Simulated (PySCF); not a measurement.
**AlO (oxoaluminum) at U-revPBE/def2-TZVPPD**

What is the vertical ionisation energy of AlO (oxoaluminum) at U-revPBE/def2-TZVPPD? The job is set up through a Python script.

The calculation is run with PySCF 2.14.0.

2 further runs of the same task are left out: 2 set aside as unsound or not needed.

### Step 1. The molecule

The species is AlO (2 atoms), meant as a doublet with charge 0. SMILES: `[O]=[Al]`. Geometry: a GFN2-xTB relaxation, a rough one for these elements and not checked as a minimum.

Bond lengths: O1–Al2 1.570 Å.

### Step 2. A single-point energy at U-revPBE/def2-TZVPPD

File calc.py:

```python
from pyscf import gto, dft

system = gto.M(
    atom='''
O      0.000000     0.000000     0.000000
Al     0.000000     0.000000     2.966965
''',
    spin=1,
    max_memory=1860,
    verbose=3,
    unit='bohr',
    basis='def2-tzvppd',
    charge=0,
)

ks = dft.UKS(system)
ks.xc = 'revpbe'
ks.conv_tol = 1e-10
ks.grids.level = 5
ks.kernel()
if not ks.converged:
    ks = ks.newton().run(ks.mo_coeff, ks.mo_occ)

etot = ks.e_tot
print('E(%s) = %.9f' % ('REVPBE', etot))
```

Started as:

```bash
$ OMP_NUM_THREADS=1 python calc.py
```

Standard output:

```text
WARN: HOMO -0.217300522652003 >= LUMO -0.217300522651989

converged SCF energy = -317.581884380742  <S^2> = 0.754745  2S+1 = 2.0047394
E(REVPBE) = -317.581884381
```

Run time: 11 s. Hardware: 1 thread of Arm Neoverse V1, shared host; peak memory 0.41 GiB.

### Step 3. The singlet cation, same level

File job.py:

```python
from pyscf import gto, dft

mol = gto.Mole()
mol.atom = '''
O    0.000000   0.000000   0.000000
Al   0.000000   0.000000   1.570050
'''
mol.charge = 1
mol.max_memory = 1860
mol.basis = 'def2-tzvppd'
mol.verbose = 4
mol.build()

mf = dft.RKS(mol, xc='revpbe')
mf.conv_tol = 1e-10
mf.grids.level = 5
mf.kernel()
if not mf.converged:
    mf = mf.newton().run(mf.mo_coeff, mf.mo_occ)

energy = mf.e_tot
print(f'total energy: {energy:.8f} hartree')
```

Started as:

```bash
$ OMP_NUM_THREADS=1 python job.py
```

Standard output:

```text
PySCF version 2.14.0

[INPUT] num. atoms = 2
[INPUT] num. electrons = 20
[INPUT] charge = 1
[INPUT] spin (= nelec alpha-beta = 2S) = 0
[INPUT] symmetry False subgroup None
[INPUT] Mole.unit = angstrom
[INPUT] Symbol           X                Y                Z      unit          X                Y                Z       unit  Magmom
[INPUT]  1 O      0.000000000000   0.000000000000   0.000000000000 AA    0.000000000000   0.000000000000   0.000000000000 Bohr   0.0
[INPUT]  2 Al     0.000000000000   0.000000000000   1.570050000000 AA    0.000000000000   0.000000000000   2.966964501873 Bohr   0.0

nuclear repulsion = 35.0526607023216
number of shells = 30
number of NR pGTOs = 124
number of NR cGTOs = 88
basis = def2-tzvppd
ecp = {}

[... 61 lines left out ...]
converged SCF energy = -317.212515796151
total energy: -317.21251580 hartree
```

Wall time 6.6 s (1 thread of Arm Neoverse V1, shared host); peak memory 0.4 GiB.

### Step 4. What came out

Level: U-revPBE/def2-TZVPPD.

| quantity | value |
| --- | --- |
| doublet AlO: total energy | -317.58188 Eh |
| doublet AlO: dipole moment | 4.06 D |
| doublet AlO: HOMO energy (highest over α and β) | -6.52 eV |
| doublet AlO: LUMO energy (lowest over α and β) | -5.12 eV |
| doublet AlO: ⟨S²⟩ | 0.755 |
| singlet cation: total energy | -317.21252 Eh |
| singlet cation: HOMO energy | -14.07 eV |
| singlet cation: LUMO energy | -13.52 eV |
| singlet cation: HOMO–LUMO gap | 0.55 eV |
| vertical ionisation energy (to the singlet cation) | 10.051 eV |

In words: The vertical ionisation energy comes to 10.05 eV (232 kcal/mol). Only the singlet of the ionised species was computed; a triplet could lie lower.
